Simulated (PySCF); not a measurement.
Identify the compound

An unknown has the formula C6H6. Its calculated NMR data are:

$^{1}$H NMR (400 MHz, computed): δ 7.39 (s, 6H).

$^{13}$C{$^{1}$H} NMR (computed): δ 130.9 (CH, 6C).

Theoretical values (PySCF 2.14): shieldings: GIAO B97-2/pcSseg-1, geometry from PBE0-D3(BJ)/def2-SVP. A single conformation, averaged over atoms made equivalent by symmetry, fast rotation or ring inversion, no solvent, non-relativistic Hamiltonian.

Referencing at the same level of theory: TMS for $^{1}$H, $^{13}$C.

What is the structure?

Answers


- The formula gives 4 degrees of unsaturation (1 ring in the answer).
- 1 carbon signal for 6 carbons: some carbons are equivalent by symmetry or fast rotation.
- Carbon types of the structure: 6 × CH, which accounts for all hydrogens.
- δC 130.9: aromatic CH; the aromatic region.
- δH 7.39: hydrogen on an aromatic CH; it sits in the deshielding region of the aromatic ring current.

These data were computed for `c1ccccc1`.

The shifts were computed for this structure.

Shifts are as computed, not scaled to solution data. Of 246 compounds with measured shifts, 49 miss one by over three times the rms of a fit or turn the order of signals round; such compounds aren't used in these exercises.
